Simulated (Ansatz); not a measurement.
System: C3H5, net charge -1, singlet state. It need not be the lowest isomer of its formula. Whether it binds its extra electron was not tested at this geometry. SMILES: C=[C-]C
Geometry: optimised at B3LYP-D3(BJ)/def2-TZVP (Ansatz, a program for electronic structure).

Parts of the frozen-core correlation energy in cc-pVDZ (Ansatz, hartree). Frozen orbitals: 3; correlated occupied orbitals by spin: 9 and 9; virtual: 55 and 55. Spin-orbit coupling is left out. No relativistic terms.

```
term                            value
-------------------------  ----------
reference (HF)             -116.39582
MP2 opposite-spin          (withheld)
MP2 same-spin                -0.09889
CCSD correlation           (withheld)
(T)                        (withheld)
T1 diagnostic                   0.015
largest doubles amplitude       0.059
```

**Question.** What belongs in the gaps?

**Answer.** 
- MP2 opposite-spin, value: -0.32358
- CCSD correlation, value: -0.46182
- (T), value: -0.01621
